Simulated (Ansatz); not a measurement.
Density of states of SnO (P4/nmm, a = 3.808 Å, b = 3.808 Å, c = 4.936 Å, α = 90.00°, β = 90.00°, γ = 90.00°), in states per eV and primitive cell, averaged over bins of 0.3 eV. Computed with DFT r2SCAN, scalar-relativistic, plane waves, PAW in Ansatz 0.2.0.

Cutoff 500 eV; k points 10×8×10 on the computed 4-atom cell (Γ-centred); Gaussian smearing, width 0.02 eV; no spin polarisation.

The cell is relaxed at this level. The states (both spins) are summed by tetrahedra on a 15×12×15 mesh at the self-consistent density. Energies are bin centres; the table starts no lower than −8 eV and ends at 6 eV, or lower where the solved bands end.

The gap is 0.36 eV at this level, with the zero inside it.

```tsv
E − E_F (eV)	total	O 2p	Sn 5p	Sn 5s	O 2s
-7.90	0.89	0.42	0.03	0.37	0.05
-7.60	0.81	0.37	0.06	0.31	0.05
-7.30	1.14	0.57	0.20	0.30	0.06
-7.00	1.90	1.13	0.44	0.26	0.05
-6.70	2.40	1.65	0.51	0.18	0.03
-6.40	2.73	1.90	0.54	0.21	0.05
-6.10	2.59	1.84	0.52	0.16	0.04
-5.80	2.91	2.18	0.53	0.12	0.04
-5.50	2.09	1.63	0.34	0.07	0.03
-5.20	1.62	1.31	0.22	0.04	0.03
-4.90	2.04	1.71	0.24	0.03	0.03
-4.60	2.13	1.75	0.29	0.04	0.03
-4.30	2.30	1.86	0.32	0.07	0.03
-4.00	2.04	1.63	0.28	0.08	0.02
-3.70	2.77	2.28	0.32	0.11	0.02
-3.40	2.55	2.03	0.32	0.15	0.01
-3.10	1.95	1.31	0.37	0.23	0.01
-2.80	1.97	0.67	0.67	0.60	0.01
-2.50	2.07	0.71	0.70	0.63	0.01
-2.20	1.62	0.52	0.49	0.58	0.01
-1.90	1.25	0.41	0.32	0.49	0.01
-1.60	0.79	0.26	0.20	0.31	0.01
-1.30	0.59	0.20	0.14	0.23	0.00
-1.00	0.45	0.16	0.09	0.19	0.00
-0.70	0.35	0.13	0.05	0.15	0.00
-0.40	0.28	0.11	0.02	0.13	0.00
-0.10	0.03	0.01	0.00	0.01	0.00
0.20	0.02	0.00	0.01	0.00	0.00
0.50	0.11	0.00	0.08	0.00	0.01
0.80	0.20	0.01	0.14	0.01	0.02
1.10	0.30	0.02	0.21	0.02	0.03
1.40	0.60	0.06	0.41	0.03	0.06
1.70	1.23	0.13	0.83	0.06	0.12
2.00	2.01	0.25	1.28	0.18	0.17
2.30	2.20	0.34	1.34	0.22	0.16
2.60	1.94	0.29	1.16	0.26	0.10
2.90	2.08	0.34	1.21	0.33	0.08
3.20	2.06	0.32	1.21	0.35	0.05
3.50	1.70	0.27	1.01	0.28	0.04
3.80	1.28	0.21	0.81	0.14	0.03
4.10	1.25	0.18	0.86	0.07	0.04
4.40	1.42	0.19	0.96	0.07	0.04
4.70	1.78	0.21	1.11	0.07	0.05
5.00	1.91	0.20	1.23	0.07	0.05
5.30	2.23	0.24	1.53	0.08	0.06
5.60	1.79	0.18	1.28	0.05	0.03
```

The columns after the total are the Löwdin projections on the occupied valence shells of the potentials. The rest of the total lies in shells that are empty in the free atom, which aren't projected, and between the atoms.

Cost: 1 run of about 3.4 core-minutes, on Intel Xeon Platinum 8259CL (Skylake/Cascade Lake) (shared hosts).